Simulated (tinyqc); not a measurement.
Worked calculation: extended Hueckel theory, for CH2. Computed by tinyqc, a small Python program that keeps every step (integrals from PySCF). Settings: charge = 0, K = 1.75, multiplicity = 1. Command: `OMP_NUM_THREADS=1 python tinyqc.py 22657 22658 out.jsonl` (the two numbers bound the seeds that draw the settings). One thread of a shared host (Intel(R) Xeon(R) Processor @ 2.60GHz), about 0.01 s of CPU time with the checks.

## Overlaps

Geometry (angstrom):

| atom | x | y | z |
|---|---|---|---|
| C | 0.000000 | 0.000000 | 0.000000 |
| H | 0.000000 | 0.951000 | 0.529000 |
| H | 0.000000 | -0.951000 | 0.529000 |

Parameters chosen for this run:

| element | shell | Slater exponent | H_ii (eV) |
|---|---|---|---|
| H | 1s | 1.300000 | -13.600000 |
| C | 2s | 1.625000 | -21.400000 |
| C | 2p | 1.625000 | -11.400000 |

Slater orbitals, each expanded in six Gaussians scaled to its exponent.

overlap S, lower triangle:
```
           1C 2s    1C 2px     1C 2py    1C 2pz     2H 1s     3H 1s
1C 2s   1.000000
1C 2px  0.000000  1.000000
1C 2py  0.000000  0.000000   1.000000
1C 2pz  0.000000  0.000000   0.000000  1.000000
2H 1s   0.493330  0.000000   0.429995  0.239188  1.000000
3H 1s   0.493330  0.000000  -0.429995  0.239188  0.121054  1.000000
```

## Wolfsberg-Helmholz matrix

diagonal H_ii (eV): 1C 2s -21.400000, 1C 2px -11.400000, 1C 2py -11.400000, 1C 2pz -11.400000, 2H 1s -13.600000, 3H 1s -13.600000

K = 1.750000

H_ij = K' S_ij (H_ii + H_jj)/2 for i != j (the diagonal keeps H_ii), with K' = 1.75.

H (eV), lower triangle:
```
             1C 2s      1C 2px      1C 2py      1C 2pz       2H 1s       3H 1s
1C 2s   -21.400000
1C 2px    0.000000  -11.400000
1C 2py    0.000000    0.000000  -11.400000
1C 2pz    0.000000    0.000000    0.000000  -11.400000
2H 1s   -15.108245    0.000000   -9.406145   -5.232230  -13.600000
3H 1s   -15.108245    0.000000    9.406145   -5.232230   -2.881075  -13.600000
```

## Orbitals

valence electrons = 6

Solve H C = S C e through S^(-1/2); fill by pairs from the bottom, a degenerate level sharing its electrons equally; each orbital has its largest coefficient positive (the first on a tie).

orbital energies (eV): -23.710952  -15.774497  -12.122203  -11.400000  6.817444  15.761889

occupations: 2.000000  2.000000  2.000000  0.000000  0.000000  0.000000

coefficients:
```
              MO1        MO2        MO3       MO4        MO5        MO6
1C 2s    0.721964   0.000000  -0.277874  0.000000   0.000000   1.156643
1C 2px   0.000000   0.000000   0.000000  1.000000   0.000000   0.000000
1C 2py   0.000000   0.522972   0.000000  0.000000   1.205316   0.000000
1C 2pz  -0.017448   0.000000   0.912277  0.000000   0.000000   0.622525
2H 1s    0.244572   0.436061   0.141217  0.000000  -0.889871  -0.939148
3H 1s    0.244572  -0.436061   0.141217  0.000000   0.889871  -0.939148
```

sum of one-electron energies = -103.215303 eV

## Mulliken analysis

P = C n C^T; charge = valence electrons (H 1, C 4) minus the sum of (P S)_ii on the atom; overlap population = 2 sum P_ij S_ij between two atoms.

charges: 1C -0.191413, 2H 0.095707, 3H 0.095707

Overlap populations:

| pair | value |
|---|---|
| 2-1 | 0.782412 |
| 3-1 | 0.782412 |
| 3-2 | -0.053453 |
